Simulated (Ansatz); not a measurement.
# CHAl+ (doublet): from Hartree-Fock to the top rungs, cc-pVDZ

An exercise on one series of results from a longer session: the logs are not shown, and one member is left open.

Computed with Ansatz 0.2.0, Gaussian basis. Level: cc-pVDZ, core rule «outside noble gas», up to 6 orbitals frozen.

Plan: UHF; CCSD(T) on ROHF; CCSD(T) on UHF; BCCD(T) on ROHF; CISD; CCSDT(Q) on ROHF; CCSDT(Q) on UHF; CISDTQ; CCSDTQ on ROHF; CCSDTQ on UHF; Full CI.

12 further runs of the same task are left out: 5 for a known fault of the program, 1 that didn't finish, 6 set aside as unsound or not needed.

## What is computed

The geometry is a PBE0/def2-TZVP stationary point (not a proven minimum) of the parent state, kept for this charge and spin.

3 atoms, charge 1, spin multiplicity 2.

Atoms are counted from 1 here; the program's logs count them from 0.

Bond lengths: Al1–C2 1.916 Å, Al1–H3 1.601 Å. Angles: C2–Al1–H3 180.0°.

As a file:

```xyz
3

Al    0.0000    0.0000    0.1051
C     0.0000    0.0000   -1.8111
H     0.0000    0.0000    1.7060
```

Set-up of the first run:

The input, in.yaml:

```yaml
crystal:
  periodic: [false, false, false]
  atoms:
    - {symbol: Al, position_ang: [0.000000, 0.000000, 0.105100]}
    - {symbol: C, position_ang: [0.000000, 0.000000, -1.811100]}
    - {symbol: H, position_ang: [0.000000, 0.000000, 1.706000]}
basis:
  gaussian: {orbitals: cc-pVDZ}
total_charge: 1
magnetization: {spin_polarized: true, initial_magnetization: 1}
hamiltonian: {xc: hf}
output: {orbitals: {seedname: orbitals}}
```

Started as:

```sh
> ansatz run in.yaml --threads 1 --pin off --events-out ev --progress --plain --max-ram 3968MiB --backend cpu
```

Steps of the session up to this table: UHF; CCSD(T) on ROHF; CCSD(T) on UHF; BCCD(T) on ROHF; CISD; CCSDT(Q) on ROHF; CCSDT(Q) on UHF; CISDTQ; CCSDTQ on ROHF; CCSDTQ on UHF; Full CI.

One of the session's tables, all rows but one given; the rest of the session is left out.

| method | from FCI (kJ/mol) |
| --- | --- |
| ROHF | +415.6 |
| RMP2 | +113.4 |
| CISD | +38.7 |
| RCCSD | +16.6 |
| RCCSD(T) | ? |
| BCCD(T) | +5.0 |
| RCCSDT | +1.0 |
| CISDTQ | +1.4 |
| RCCSDT(Q) | +0.2 |
| RCCSDTQ | 0.0 |
| FCI | 0 |

Estimate the missing values for RCCSD(T).

**Answer.** from FCI (kJ/mol): +4.9. In the column «from FCI (kJ/mol)» it lies between CISDTQ (+1.4) and BCCD(T) (+5.0).

Caveats from the session: The report flags that the cluster equations may have other roots. Left out of the table: UHF, UMP2, UCCSD, UCCSD(T), UCCSDT, UCCSDT(Q), UCCSDTQ (another determinant or state than the rows shown).
